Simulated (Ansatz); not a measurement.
A substitution series on C: CH3 to OH

Gas-phase molecules. On one C centre that keeps F, n of the CH3 ligands are replaced by OH. The HOMO–LUMO gap y in eV at wB97X-V/def2-TZVPP. Shapes: PBE0-D4/def2-TZVP. Flexible molecules stand in one conformer, not always the lowest. Programs: Ansatz 0.2.0.

| molecule | n | y (eV) |
| --- | --- | --- |
| C4H9F | 0 | 14.48 |
| C3H7FO | 1 | 14.09 |
| C2H5FO2 | 2 | ? |
| CH3FO3 | 3 | 14.12 |

Q: Fit y = c + s·n to the known rows and predict C2H5FO2.

A: 
1. Means of the 3 rows: n = 1.33333, y = 14.230.
2. Σ(Δn)² = 4.6667, Σ(Δn·Δy) = -0.47, so the slope is -0.47/4.6667 = -0.10071.
3. Intercept: 14.230 − (-0.10071) × 1.33333 = 14.364. The largest residual of the fit is 0.17.
4. C2H5FO2: 14.364 + (-0.10071) × 2 = 14.16 eV.

The run gave 14.46 eV, so the prediction is off by -0.30 eV, more than the largest residual. The steps per swap are uneven (-0.39, +0.37, -0.34), so a line is a poor model. Other levels give for C2H5FO2: PBE-D4/def2-TZVPP 7.36; r2SCAN-D4/def2-TZVPP 8.57 eV. Orbital gaps aren't excitation energies, and the LUMO depends on the basis. The series isn't monotonic at this level.
